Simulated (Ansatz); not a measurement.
## Ligand exchange: C3H7Cl + SiH2(NH2)(SiH3) → C3H9N + SiH2(SiH3)Cl

Gas-phase species: C3H7Cl (2-chloropropane) `CC(C)Cl`, singlet; SiH2(NH2)(SiH3), singlet; C3H9N (isopropylamine) `CC(C)N`, singlet; SiH2(SiH3)Cl, singlet. The partners trade Cl for NH2: C–Cl and Si–NH2 bonds give way to C–NH2 and Si–Cl.

Shapes, held fixed at every level: PBE0-D4/def2-TZVP. Flexible molecules stand in one conformer, not always the lowest. Programs: Ansatz 0.2.0. Electronic energies: no zero-point or thermal term.

Q: Estimate ΔE of this reaction.

A: The highest level, CCSD(T)/CBS estimate, gives ΔE = -35.5 kJ/mol; the levels span -50.9 to -34.2. The column of differences is taken from that level and isn't an error. No measured value is set beside it here. The CBS estimate extrapolates MP2 from def2-TZVPP and def2-QZVPP and adds CCSD(T) − MP2 in the triple-zeta set, cores frozen.

```json
{"level": "HF/def2-SVP", "kind": "Hartree–Fock", "ΔE (kJ/mol)": "-50.9", "less CCSD(T)/CBS estimate": "-15.4"}
{"level": "SPW92/def2-TZVPP", "kind": "LDA", "ΔE (kJ/mol)": "-35.7", "less CCSD(T)/CBS estimate": "-0.2"}
{"level": "PBE-D4/def2-TZVPP", "kind": "GGA", "ΔE (kJ/mol)": "-35.8", "less CCSD(T)/CBS estimate": "-0.3"}
{"level": "PBE0-D4/def2-TZVPP", "kind": "global hybrid", "ΔE (kJ/mol)": "-37.9", "less CCSD(T)/CBS estimate": "-2.4"}
{"level": "B2PLYP/def2-TZVPP", "kind": "double hybrid", "ΔE (kJ/mol)": "-34.2", "less CCSD(T)/CBS estimate": "+1.3"}
{"level": "MP2/def2-SVP", "kind": "perturbation theory", "ΔE (kJ/mol)": "-45.8", "less CCSD(T)/CBS estimate": "-10.3"}
{"level": "CCSD(T)/CBS estimate", "kind": "coupled cluster or CI", "ΔE (kJ/mol)": "-35.5", "less CCSD(T)/CBS estimate": "0.0"}
```
